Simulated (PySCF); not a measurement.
# AlS and its ions

UHF-CCSD(T); Al aug-pcseg-1, S aug-pcseg-1; no relativity (PySCF 2.14). Neutral (UHF): doublet (σ ↑), Re = 2.056 Å, ωe = 611 cm⁻¹, De = 3.79 eV.

AlS⁻ (RHF): singlet (closed shell), Re = 2.120 Å, ωe = 558 cm⁻¹. The energies at the minima are -639.60280 hartree for AlS and -639.69502 for AlS⁻.

**Question.** Work out the adiabatic electron affinity, without and with harmonic zero-point energies (1 hartree = 27.2114 eV, 1 eV = 8065.5 cm⁻¹), and the change of the bond length.

**Answer.** At CCSD(T): 0.09222 hartree = 2.509 eV between the minima; the zero-point term (611.0 − 558.0)/2 cm⁻¹ = +0.003 eV makes it 2.513 eV. Re changes by +6.4 pm against the neutral. The electron enters a σ orbital, and the longer bond of the ion fits an antibonding orbital, or a change in how ionic the bond is.

Correlated steps freeze 10 core orbitals. Correlated levels converge slowly with the basis: in double zeta they bind strong bonds too weakly, by up to about 1 eV, and carry superposition errors of some tenths. The CCSD T1 diagnostic is raised in AlS⁻, a sign that a single reference may not be enough there. States were picked by a PBE0 search and need not be the measured ground states.

Neutral and ion stand on different kinds of reference determinant, which adds to the error of the difference.
